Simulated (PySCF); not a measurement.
Species, as SMILES: CCl (CH3-Cl).
Geometry (B3LYP-D3(BJ)/def2-TZVP, fixed):
```xyz
5

C      0.0082     0.0133    -1.1337
Cl    -0.0048    -0.0077     0.6605
H      0.0175     1.0478    -1.4634
H      0.8997    -0.5040    -1.4752
H     -0.8852    -0.4920    -1.4879
```

Basis-set convergence of the mean static polarisability at PBE0 with PySCF. All functions are spherical. Density fitting with generated auxiliary sets. In sets without p functions on hydrogen, species with hydrogen take exact integrals. No added dispersion term, no relativity. Reference: the value in aug-pcseg-3, 29.92 bohr³, itself unsure by roughly 0.6 % (its mean distance from aug-cc-pV(Q+d)Z, aug-pcseg-2, aug-cc-pV(T+d)Z). Deviations are taken from unrounded values.

```
basis            functions  mean static polarisability (bohr³)
---------------  ---------  ----------------------------------
6-31G*                  38                               19.93
6-31+G*                 46                               22.51
def2-SVP                47                               19.65
def2-SVPD               71                               29.00
pcseg-1                 47                               20.84
aug-pcseg-1             77                               29.34
cc-pV(D+d)Z             52                               20.49
aug-cc-pV(D+d)Z         82                               28.77
6-311G**                62                               20.86
6-311+G**               70                               23.35
def2-TZVP               86                               24.63
def2-TZVPD             110                               29.68
pcseg-2                106                               23.78
aug-pcseg-2            165                               29.74
cc-pV(T+d)Z            111                               24.67
aug-cc-pV(T+d)Z        170                               29.65
def2-TZVPP             115                               25.12
def2-TZVPPD            139                               29.75
cc-pV(Q+d)Z            209                               27.12
aug-cc-pV(Q+d)Z        307                               29.88
def2-QZVPP             217                               27.50
def2-QZVPPD            241                               29.89
pcseg-3                223                               27.82
aug-pcseg-3            321                               29.92
```

What the diffuse functions change, pair by pair:
- 6-31G* to 6-31+G*: 8 more functions, deviation -33.4 to -24.8 %
- def2-SVP to def2-SVPD: 24 more functions, deviation -34.3 to -3.1 %
- pcseg-1 to aug-pcseg-1: 30 more functions, deviation -30.3 to -1.9 %
- cc-pV(D+d)Z to aug-cc-pV(D+d)Z: 30 more functions, deviation -31.5 to -3.9 %
- 6-311G** to 6-311+G**: 8 more functions, deviation -30.3 to -22.0 %
- def2-TZVP to def2-TZVPD: 24 more functions, deviation -17.7 to -0.8 %
- pcseg-2 to aug-pcseg-2: 59 more functions, deviation -20.5 to -0.6 %
- cc-pV(T+d)Z to aug-cc-pV(T+d)Z: 59 more functions, deviation -17.6 to -0.9 %
- def2-TZVPP to def2-TZVPPD: 24 more functions, deviation -16.1 to -0.6 %
- cc-pV(Q+d)Z to aug-cc-pV(Q+d)Z: 98 more functions, deviation -9.4 to -0.1 %
- def2-QZVPP to def2-QZVPPD: 24 more functions, deviation -8.1 to -0.1 %
- pcseg-3 to aug-pcseg-3: 98 more functions, deviation -7.0 to 0.0 %

Leaving out the reference's own pair, they bring the value nearer the reference by more than 0.6 % in 11 of 11 pairs.
